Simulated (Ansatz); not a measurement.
## Two structures, one formula

The two ends of one reaction step of SiNH5, singlet (PBE0-D4/def2-TZVP).

A:

```json
{"atom": "Si1", "x (Å)": "0.0917", "y (Å)": "-0.1767", "z (Å)": "1.3481"}
{"atom": "H2", "x (Å)": "-0.1765", "y (Å)": "-1.1619", "z (Å)": "-1.0067"}
{"atom": "N3", "x (Å)": "0.2034", "y (Å)": "-0.2792", "z (Å)": "-0.6825"}
{"atom": "H4", "x (Å)": "-1.4108", "y (Å)": "0.0643", "z (Å)": "1.2055"}
{"atom": "H5", "x (Å)": "0.4255", "y (Å)": "1.3109", "z (Å)": "1.2419"}
{"atom": "H6", "x (Å)": "1.1728", "y (Å)": "-0.2324", "z (Å)": "-0.9769"}
{"atom": "H7", "x (Å)": "-0.3060", "y (Å)": "0.4750", "z (Å)": "-1.1293"}
```

B:

Si1  (-0.105, -0.166, 0.629)
H2  (0.347, -1.557, 0.891)
N3  (0.057, 0.133, -1.057)
H4  (-1.539, -0.009, 0.985)
H5  (0.677, 0.732, 1.531)
H6  (0.921, -0.092, -1.522)
H7  (-0.358, 0.960, -1.458)
(Å)

Program: Ansatz 0.2.0. Basis: def2-TZVPP. Cores are frozen in the correlated methods. B3LYP uses VWN-RPA correlation.

Question: Which structure is lower at CCSD(T), and by how much? (To be estimated.)

Answer: Computed: B, by 149.8 kJ/mol (electronic energy, against the other). By their contacts, A is SiNH₅ ([NH3][SiH2]) and B is SiNH₅ ([NH2][SiH3]).

All methods give the same order:

```json
{"method": "SPW92", "E(B) − E(A) (kJ/mol)": "-133.9"}
{"method": "PBE-D4", "E(B) − E(A) (kJ/mol)": "-135.5"}
{"method": "BLYP-D4", "E(B) − E(A) (kJ/mol)": "-141.6"}
{"method": "r2SCAN-D4", "E(B) − E(A) (kJ/mol)": "-155.3"}
{"method": "B97M-V", "E(B) − E(A) (kJ/mol)": "-142.5"}
{"method": "PBE0-D4", "E(B) − E(A) (kJ/mol)": "-145.1"}
{"method": "B3LYP-D4", "E(B) − E(A) (kJ/mol)": "-149.9"}
{"method": "r2SCAN0-D4", "E(B) − E(A) (kJ/mol)": "-158.1"}
{"method": "BHLYP-D4", "E(B) − E(A) (kJ/mol)": "-160.9"}
{"method": "CAM-B3LYP-D4", "E(B) − E(A) (kJ/mol)": "-157.0"}
{"method": "wB97X-V", "E(B) − E(A) (kJ/mol)": "-157.9"}
{"method": "wB97M-V", "E(B) − E(A) (kJ/mol)": "-146.1"}
{"method": "B2PLYP", "E(B) − E(A) (kJ/mol)": "-156.1"}
{"method": "PBE-QIDH", "E(B) − E(A) (kJ/mol)": "-157.5"}
{"method": "RPA on PBE", "E(B) − E(A) (kJ/mol)": "-144.5"}
{"method": "HF", "E(B) − E(A) (kJ/mol)": "-172.8"}
{"method": "MP2", "E(B) − E(A) (kJ/mol)": "-162.6"}
{"method": "CCSD", "E(B) − E(A) (kJ/mol)": "-152.3"}
{"method": "CCSD(T)", "E(B) − E(A) (kJ/mol)": "-149.8"}
```

No T1 diagnostic of these runs exceeds 0.012.

Labels in which every atom is bracketed show which atoms are joined, not bond orders.

For scale, one of the runs: CCSD(T)/def2-TZVPP, 143 basis functions, launched by `ansatz run in.yaml --threads 2 --pin off --events-out ev --progress --plain --max-ram 4352MiB`. Time: 6.5 s of wall clock on 2 CPU threads of an Arm Neoverse V2; the host was shared. Peak host memory: 0.79 GiB.
